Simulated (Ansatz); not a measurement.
How well does each level of theory give the band gap of wurtzite ZnO?

Reference value: 3.6 eV (measured, zero-point renormalisation of 0.16 eV added back here (the table's ZPR column); inputs from Chen et al. (2018), doi:10.1103/physrevmaterials.2.073803).

Problem. Which of these levels comes closest to the reference?
A. revPBE (Ansatz, an electronic-structure program)
B. PBE-D4 (Ansatz)
C. PBE-D3(BJ) (Ansatz)
D. PBE0 (Ansatz)

Solution. D, PBE0 (Ansatz)

```
level (code)            value (eV)  cell (Å³/atom)  error (eV)
-------------------  -------------  --------------  ----------
revPBE (Ansatz)      0.79 (direct)           12.64       -2.81
PBE-D3(BJ) (Ansatz)  0.78 (direct)           12.05       -2.82
PBE-D4 (Ansatz)      0.78 (direct)           12.02       -2.82
PBE0 (Ansatz)        3.18 (direct)           12.00       -0.42
```

Of the ranked levels PBE0 (-0.42 eV) comes nearest. Once the reference is moved by up to 0.10 eV (a margin picked here for doubts on the reference and the settings) and values within 0.03 eV count as equal, the farthest can be PBE-D4 (-2.82 eV), PBE-D3(BJ) (-2.82 eV) or revPBE (-2.81 eV). Of the ranked levels only PBE0 lands within 1 eV. All 4 levels lie below the reference.

Semilocal Kohn–Sham gaps run low as a rule, and all computed gaps are for a static lattice, while measured ones hold electron–phonon shifts unless said otherwise.  PBE0: the gap is read on the k mesh or supercell of the run alone and can be too large. Values are at the level's own equilibrium cell; PBE0 at the measured cell. Cutoffs and k meshes differ between the levels. Ansatz's density-functional and Hartree–Fock values are scalar-relativistic unless marked +SOC, with PAW data made under PBE.

Differences are worked out from the printed values.
